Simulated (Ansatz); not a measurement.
# CCSD(T) against full CI for several species

Each species is computed at the geometry given (Å), with frozen cores, in Ansatz 0.2.0: RHF-CCSD(T) for singlets, UHF-CCSD(T) otherwise, and full CI in the same basis. The program picks the determinant by trial CCSD, so it needn't be the lowest Hartree–Fock solution. States: CH2 A'', SiH4⁺ A1, CH2 A'. Cases whose determinant has another symmetry than full CI's state, or whose (Q) step broke down, weren't drawn.

Question: Judging by size, spin and bonding and the diagnostics given, rank them by the size of CCSD(T)'s error in total energy against full CI in the same basis, smallest first (an estimate).
A. SiH4⁺, doublet, 6-31G: Si 0.000 0.013 -0.013; H -0.011 1.103 1.071; H -0.023 -1.471 1.480; H 0.017 1.096 -1.103; H 0.011 -1.078 -1.096. T1 0.021, (T) -28 meV in a correlation energy of -2.09 eV
B. CH$_{2}$, triplet, cc-pVDZ: C 0.000 -0.062 0.007; H 0.000 0.392 -1.084; H 0.000 0.352 1.003. T1 0.010, (T) -51 meV in a correlation energy of -3.18 eV
C. CH2, singlet, cc-pVDZ: C 0.000 -0.107 0.008; H 0.000 0.684 -0.962; H 0.000 0.596 0.870. T1 0.010, (T) -84 meV in a correlation energy of -3.94 eV

Answer: B (12.8 meV), A (17.6 meV), C (25.4 meV).

```tsv
species	basis	correlated electrons	CCSD(T) − full CI (meV)	CCSDT(Q) − full CI (meV)	unpaired electrons (full CI)	T1	⟨S²⟩ of the determinant
CH2, triplet	cc-pVDZ	6	12.8	-0.7	2.02	0.010	2.02
SiH4⁺, doublet	6-31G	7	17.6	0.3	1.05	0.021	0.82
CH2, singlet	cc-pVDZ	6	25.4	1.0	0.09	0.010	0.00
```

Unpaired electrons are Σ n²(2−n)² over natural occupations; an open shell counts its own unpaired electrons too. Frozen cores follow each run's orbitals, which moves totals by a few meV.
